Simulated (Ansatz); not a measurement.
# BNH (quartet): wave-function methods side by side at distance B1–H3 = 1.460 Å, cc-pVDZ

Aim: climb from Hartree-Fock through coupled cluster and multireference methods for BNH (quartet) at one geometry and basis, and see what each rung misses.

The runs use Ansatz 0.2.0, Gaussian basis; cc-pVDZ, core rule «outside noble gas», up to 2 orbitals frozen.

Plan: UHF; CCSD(T) on ROHF; CCSD(T) on UHF; BCCD(T) on ROHF; CISD; CCSDT(Q) on ROHF; CCSDT(Q) on UHF; CASSCF and MRCISD+Q, 5 electrons in 5 orbitals; CASSCF and NEVPT2, 5 electrons in 5 orbitals; CASSCF and MRCISD+Q, 9 electrons in 9 orbitals; CASSCF and NEVPT2, 9 electrons in 9 orbitals.

19 further runs of the same task are left out: 2 for a known fault of the program, 1 for a mislabelled method, 14 that didn't finish, 2 set aside as unsound or not needed.

### 1 What is computed

The geometry derives from a PBE0/def2-TZVP stationary point (not a proven minimum). One bond is set to the value named and the two fragments are kept rigid.

3 atoms, charge 0, spin multiplicity 4.

Atoms are counted from 1 here; the program's logs count them from 0.

Bond lengths: B1–N2 1.503 Å.

Geometry (Å):

```xyz
3
charge 0, multiplicity 4
B     0.00000   -0.19310    0.76693
N     0.00000    0.07955   -0.71105
H     0.00000    0.96571    1.65506
```

### 2 UHF

in.yaml reads:

```yaml
crystal:
  periodic: [false, false, false]
  atoms:
    - {symbol: B, position_ang: [0.000000, -0.193102, 0.766934]}
    - {symbol: N, position_ang: [0.000000, 0.079551, -0.711055]}
    - {symbol: H, position_ang: [0.000000, 0.965707, 1.655058]}
basis:
  gaussian: {orbitals: cc-pVDZ}
magnetization: {spin_polarized: true, initial_magnetization: 3}
hamiltonian: {xc: hf}
output: {orbitals: {seedname: orbitals}}
```

Started as:

```console
$ ansatz run in.yaml --threads 1 --pin off --events-out ev --progress --plain --max-ram 2393MiB
```

Further steps of the session: CCSD(T) on ROHF; CCSD(T) on UHF; BCCD(T) on ROHF; CISD; CCSDT(Q) on ROHF; CCSDT(Q) on UHF; CASSCF and MRCISD+Q, 5 electrons in 5 orbitals; CASSCF and NEVPT2, 5 electrons in 5 orbitals; CASSCF and MRCISD+Q, 9 electrons in 9 orbitals; CASSCF and NEVPT2, 9 electrons in 9 orbitals.

Before running them: what should the planned runs give, taken together? Wanted: UCCSDT(Q) below the RHF energy; RMP2 from UCCSDT(Q); UMP2 from UCCSDT(Q); RCCSD from UCCSDT(Q); RCCSD(T) from UCCSDT(Q); UCCSD(T) from UCCSDT(Q); RCCSDT(Q) from UCCSDT(Q); NEVPT2 pair from UCCSDT(Q); MRCISD+Q pair from UCCSDT(Q).

The runs gave:

| quantity | value |
| --- | --- |
| UCCSDT(Q) below the RHF energy | -5.3442 eV |
| RMP2 from UCCSDT(Q) | +100.2 kJ/mol |
| UMP2 from UCCSDT(Q) | +101.0 kJ/mol |
| RCCSD from UCCSDT(Q) | +15.4 kJ/mol |
| RCCSD(T) from UCCSDT(Q) | +3.7 kJ/mol |
| UCCSD(T) from UCCSDT(Q) | +3.6 kJ/mol |
| RCCSDT(Q) from UCCSDT(Q) | +0.2 kJ/mol |
| NEVPT2 pair from UCCSDT(Q) | +95.5 kJ/mol |
| MRCISD+Q pair from UCCSDT(Q) | +4.4 kJ/mol |
| NEVPT2 valence from UCCSDT(Q) | +75.8 kJ/mol |
| levels within 1 kcal/mol (43 meV) | RCCSD(T), UCCSD(T), BCCD(T), RCCSDT, UCCSDT, RCCSDT(Q), MRCISD+Q valence |
| T1 diagnostic | 0.027 |
| effectively unpaired electrons | 3.02 |

**Reading.** RCCSD(T) misses by +3.7 kJ/mol, 0.7 % of the correlation energy. One determinant dominates. Of the multireference levels listed MRCISD+Q valence comes nearest in total energy (+2.3 kJ/mol), which doesn't show that its space is the better one. These misses are within one basis, not against nature; the frozen cores of restricted and unrestricted runs differ, which can shift their rows.
